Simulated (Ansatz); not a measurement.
# α-phase Ga

Level of theory: LDA (Ansatz, an electronic-structure program, plane waves, PAW).

Settings: plane-wave cutoff 500 eV, 18×18×16 k mesh (along the axes of the cell as run), Fermi–Dirac smearing 0.1 eV, scalar-relativistic PAW data made under PBE.

Cell (relaxed at this level):

Ga has the orthorhombic space group Cmce (No. 64), Pearson symbol oS8. Conventional cell: a = 4.4291 Å, b = 7.4881 Å, c = 4.4286 Å, α = β = γ = 90.00°. Ga on 8f sees 1 Ga at 2.452 Å and 6 Ga at 2.624–2.728 Å. (Neighbours: up to the widest gap in distance over summed covalent radii, below 1.35, at either atom.)
(The calculation used a cell of 4 atoms; values per cell refer to that cell.)

```json
{
 "equilibrium_volume_per_atom": "18.36 Å³/atom",
 "lattice_parameter_a": "4.429 Å",
 "lattice_parameter_b": "7.488 Å",
 "c axis length": "4.429 Å"
}
```

Computed values are for the static lattice.
